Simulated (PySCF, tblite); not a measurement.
# C3HNO (triplet): geometry, infrared bands and EPR parameters

What infrared bands and EPR parameters should C3HNO (triplet) (`N#C[C]C=O`) show?

The runs use tblite 0.8.0 and PySCF 2.14.0, with density-fitted response routines of our own; the level of theory stands in each step. All values are computed, except where a source is named. Atoms are numbered from 0 throughout.

### Step 1. The molecule as given

6 atoms, charge 0, multiplicity 3; geometry from: force field or distance geometry start.

Bonds of the start (Å): N0–C1 1.19, C1–C2 1.44, C2–C3 1.51, C3–O4 1.21, C3–H5 1.09.

### Step 2. Relaxing the molecule with GFN2-xTB

Job settings and geometry (Å):

```
{"job": {"kind": "relax", "xc": "GFN2-xTB", "basis": "xTB"}, "charge": 0, "multiplicity": 3}
N      2.333600     0.175300     0.309400
C      1.308500    -0.320200    -0.024000
C      0.062000    -0.936100    -0.414900
C     -0.996300     0.068900    -0.044900
O     -0.791200     1.225500    -0.329800
H     -1.913500    -0.211400     0.482600
```

Launch:

```sh
$ OMP_NUM_THREADS=1 python probes_run.py task.json out
```

This one command runs all jobs of the session in turn.

Log:

```text
step      E/eV     max force
  0    -371.95178    4.358
  1    -372.23676    3.335
  2    -372.19373    6.481
  3    -372.41711    0.732
  4    -372.44756    0.536
  5    -372.52913    0.794
  6    -372.55731    0.698
  7    -372.59195    0.616
  8    -372.63150    0.881
  9    -372.68258    1.388
 10    -372.74157    1.789
 11    -372.81209    1.237
 12    -372.85545    0.575
 13    -372.87278    1.252
 14    -372.89437    0.779
 15    -372.90391    0.343
 16    -372.91470    0.468
 17    -372.91959    0.433
 18    -372.92659    0.368
 19    -372.92941    0.197
 20    -372.93313    0.290
 21    -372.93584    0.316
 22    -372.93757    0.212
 23    -372.93946    0.212
 24    -372.94402    0.295
 25    -372.94923    0.476
 26    -372.94965    0.711
 27    -372.95854    0.423
 28    -372.96148    0.311
 29    -372.96519    0.205
 30    -372.96867    0.226
 31    -372.97190    0.196
 32    -372.97631    0.351
 33    -372.98045    0.222
 34    -372.98379    0.248
 35    -372.98740    0.252
 36    -372.99065    0.197
 37    -372.99538    0.279
 38    -372.99971    0.365
 39    -373.00685    0.355
 40    -373.01212    0.784
 41    -373.01508    0.423
 42    -373.01943    0.188
 43    -373.02105    0.174
 44    -373.02251    0.066
 45    -373.02284    0.103
 46    -373.02337    0.176
 47    -373.02389    0.170
 48    -373.02432    0.117
 49    -373.02457    0.092
 50    -373.02478    0.063
 51    -373.02488    0.047
 52    -373.02490    0.021
 53    -373.02490    0.008
```

Run time: 0.26 s. Hardware: 1 thread of Arm Neoverse N1, shared host.

Step by step: (not every step is listed) (the energy doesn't fall at every step)

```
step  energy from step 0 (eV)  largest force (eV/Å)
   0                   0.0000                4.3584
   1                  -0.2850                3.3347
   2                  -0.2420                6.4811
   3                  -0.4653                0.7321
   4                  -0.4958                0.5360
   5                  -0.5774                0.7944
   6                  -0.6055                0.6978
   7                  -0.6402                0.6158
   8                  -0.6797                0.8805
  12                  -0.9037                0.5746
  16                  -0.9629                0.4675
  20                  -0.9814                0.2902
  24                  -0.9922                0.2949
  28                  -1.0097                0.3115
  32                  -1.0245                0.3510
  36                  -1.0389                0.1966
  40                  -1.0603                0.7845
  44                  -1.0707                0.0655
  48                  -1.0725                0.1171
  49                  -1.0728                0.0920
  50                  -1.0730                0.0626
  51                  -1.0731                0.0474
  52                  -1.0731                0.0209
  53                  -1.0731                0.0076
```

Distances of close pairs at the start and the end, largest changes first:

```
 bond  before (Å)  after (Å)  change (Å)
C1–C2       1.444      1.300      -0.144
C2–C3       1.506      1.393      -0.113
C3–H5       1.095      1.125      +0.030
N0–C1       1.186      1.183      -0.004
C3–O4       1.209      1.206      -0.002
```

The end geometry stands in the next job.

### Step 3. Vibrational analysis with GFN2-xTB

Job settings and geometry (Å):

```
{"job": {"kind": "ir", "xc": "GFN2-xTB", "basis": "xTB"}, "charge": 0, "multiplicity": 3}
N      2.568650    -0.778805     0.208565
C      1.473805    -0.344964     0.099412
C      0.324805     0.246473    -0.040876
C     -1.064703     0.323681    -0.091665
O     -1.805443     1.255555    -0.286766
H     -1.493992    -0.699950     0.089756
```

Log:

```text
mode    cm-1     km/mol
  1     111.0      6.64
  2     111.8      8.63
  3     363.3     12.96
  4     386.1     13.21
  5     522.9      6.29
  6     820.9      0.76
  7     852.8      5.57
  8    1276.9      4.96
  9    1532.8     18.21
 10    1673.1    280.41
 11    1996.6      2.18
 12    2555.4     27.92
```

Run time: 0.12 s. Hardware: 1 thread of Arm Neoverse N1, shared host.

Which atoms move in the most intense modes:

```
cm⁻¹  km/mol                               atoms
 111     6.6           C2 57 %, N0 23 %, O4 15 %
 112     8.6           C2 47 %, N0 22 %, O4 19 %
 363    13.0           C1 67 %, C2 16 %, N0 14 %
 386    13.2                    C1 69 %, N0 16 %
 523     6.3  O4 41 %, C3 21 %, N0 14 %, C2 12 %
1533    18.2                    C2 67 %, N0 18 %
1673   280.4                    C3 58 %, O4 34 %
2555    27.9                             H5 95 %
```

### Step 4. g tensor and hyperfine couplings: B3LYP/pcH-1

The job, as its differences from that of step 3:

```diff
@@ -1,2 +1,2 @@
-{"job": {"kind": "ir", "xc": "GFN2-xTB", "basis": "xTB"}, "charge": 0, "multiplicity": 3}
+{"job": {"kind": "epr", "basis": "pcH-1"}, "charge": 0, "multiplicity": 3}
 N      2.568650    -0.778805     0.208565
```

With the program's defaults for keys left out, this is: UKS B3LYP, pcH-1 on C H N O, non-relativistic, mean-field spin-orbit, GIAO.

Log:

```text
UKS, coarse grid
  cycle   1  E = -244.59379770  |g| = 6.09e-01
  cycle   2  E = -242.97106560  |g| = 1.86e+00
  cycle   3  E = -244.72096032  |g| = 2.23e-01
  cycle   4  E = -244.72884466  |g| = 2.30e-01
  cycle   5  E = -244.75190178  |g| = 8.38e-02
  cycle   6  E = -244.75518349  |g| = 2.35e-02
  cycle   7  E = -244.75561941  |g| = 8.82e-03
  cycle   8  E = -244.75569988  |g| = 5.76e-03
  cycle   9  E = -244.75572913  |g| = 1.91e-03
  cycle  10  E = -244.75573185  |g| = 8.45e-04
UKS, final grid
  cycle   1  E = -244.75572871  |g| = 1.62e-03
  cycle   2  E = -244.75572423  |g| = 3.73e-03
  cycle   3  E = -244.75572986  |g| = 2.83e-04
  cycle   4  E = -244.75572989  |g| = 1.39e-04
  cycle   5  E = -244.75572991  |g| = 1.02e-04
  cycle   6  E = -244.75572992  |g| = 2.27e-05
  cycle   7  E = -244.75572992  |g| = 4.99e-06
E = -244.75572992 Eh   <S^2> = 2.0548 (exact 2.0000)
g shifts (ppm)      1          2          3
  rmc          -197       -197       -197
  gc              9         21         39
  oz_so         632       1368       3748
  total         443       1192       3589
hyperfine (MHz)  atom isotope    a_iso     a_fc   dipolar eigenvalues
    0   14N       9.99       9.99    -20.74      9.21     11.53
    1   13C     -49.72     -49.72    -11.85    -11.52     23.37
    2   13C      86.72      86.72    -59.32     21.48     37.84
    3   13C     -33.92     -33.92    -10.53      2.53      8.00
    4   17O     -12.15     -12.15    -41.46     18.09     23.37
    5    1H      60.28      60.28     -4.97     -1.32      6.29
zero-field splitting (cm-1)  D = 0.4591  E = 0.0018  (spin-spin 0.4167, spin-orbit 0.0440)
```

Wall time 24 s (1 thread of Arm Neoverse N1, shared host); peak memory 0.42 GiB.

Principal g values 2.00276, 2.00351, 2.00591; g(iso) = 2.00406, against 2.00232 for a free electron.

Hyperfine couplings, nucleus by nucleus at this fixed geometry (no averaging over rotations):

```
nuclei  isotope  a(iso) (MHz)  a(iso) (G, at g = 2.0023)  largest dipolar term (MHz)
    C2      13C          86.7                       30.9                       -59.3
    H5       1H          60.3                       21.5                         6.3
    C1      13C         -49.7                      -17.7                        23.4
    C3      13C         -33.9                      -12.1                       -10.5
    O4      17O         -12.1                       -4.3                       -41.5
    N0      14N          10.0                        3.6                       -20.7
```

Zero-field splitting: D = 0.459 cm⁻¹ (spin-spin 0.417, spin-orbit 0.044), E = 0.002 cm⁻¹.

Mulliken spin populations:

```
atom  value (e)
  N0       0.86
  C1      -0.41
  C2       1.37
  C3      -0.15
  O4       0.28
  H5       0.06
```

The fields below are evaluated on a grid from the run's orbitals.

ELF in a plane through or near 6 of the atoms.

Ten even steps from '0' (0.00) to '9' (1.00):
```
0000000000000000000000000000
0000000000000000000000000000
0000000000000000000000000000
0000000000000100000100000000
0000000000023410025531000000
0000001000135630047863100000
0000244333357860059986300000
0002576555578872168787510000
0015898786586477474588620000
0017994182685377347788620000
0017993184288485325566510000
0015899777677436895101100000
0002677645543118999300000000
0001355422321019999700000000
0000011110000019999810000000
0000000000000007998500000000
0000000000000001231000000000
0000000000000000000000000000
0000000000000000000000000000
0000000000000000000000000000
```
The map spans 10.6 Å across and 7.4 Å up, centred on the molecule. Atoms in the plane (x, y in Å): N0 (-2.7, 0.0), C1 (-1.5, 0.1), C2 (-0.2, 0.3), C3 (1.1, 0.0), O4 (2.1, 0.7), H5 (1.2, -1.1).

On the surface of density 0.002 e/bohr³ the electrostatic potential runs, from the 1st to the 99th percentile, from -1.10 V near O4 to 1.73 V near H5.

The spin density lies nearest to C2 44 %; N0 30 %; O4 10 %; C1 9 % (beta excess).

### Step 5. Outcome

| quantity | value |
| --- | --- |
| strongest single infrared mode (GFN2-xTB) | 1673 cm⁻¹, 280 km/mol |
| zero-point energy (GFN2-xTB) | 17.4 kcal/mol |
| D, E (B3LYP) | 0.459, 0.002 cm⁻¹ |
| g(iso) (B3LYP) | 2.00406 |
| ⟨S²⟩ | 2.055 (exact 2.00) |
| largest a(iso) | 13C on C2, 86.7 MHz |
| surface potential, 1st and 99th percentile | -1.10 V and 1.73 V |

What this shows: Over 53 steps the energy fell by 1.073 eV; of the close pairs, C1–C2 changed most, 1.444 to 1.300 Å. No mode is imaginary among the 12: a minimum at this level. The strongest single mode, at 1673 cm⁻¹, moves mainly C3 and O4. Unscaled tight-binding wavenumbers are off by several per cent, some by more. Its intensities can rank the bands wrongly. C2 carries the largest spin population, 1.37 e. The isotropic g lies 1.7 ppt above the free-electron value. The triplet studied here may not be the ground state; the singlet was not compared.
